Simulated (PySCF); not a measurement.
One ligand changed at a time: Pt(CO)3L. All species are isolated molecules in the gas phase. One relaxed conformer stands for each flexible species; it need not be the lowest. Multiplicities are imposed; where one is given, others were not computed. Strings in code marks are SMILES.

Calculation: PBE-D3(BJ)/def2-TZVP // TPSS-D3(BJ)/def2-SVP (PySCF 2.14.0). All candidates: neutral, multiplicity 1. 

| Quantity | Result |
|---|---|
| dipole moment | 0.00 D |
| HOMO | -7.11 eV |
| LUMO | -0.31 eV |

Q: Name which member has these values.
(A) `CSC`
(B) `C#C`
(C) `C#N`
(D) `[C-]#[NH+]`

A: B, `C#C`. The others give `CSC`: 1.53 D, -5.04 eV, -0.08 eV; `C#N`: 2.94 D, -8.94 eV, -1.01 eV; `[C-]#[NH+]`: 3.11 D, -7.60 eV, -0.88 eV
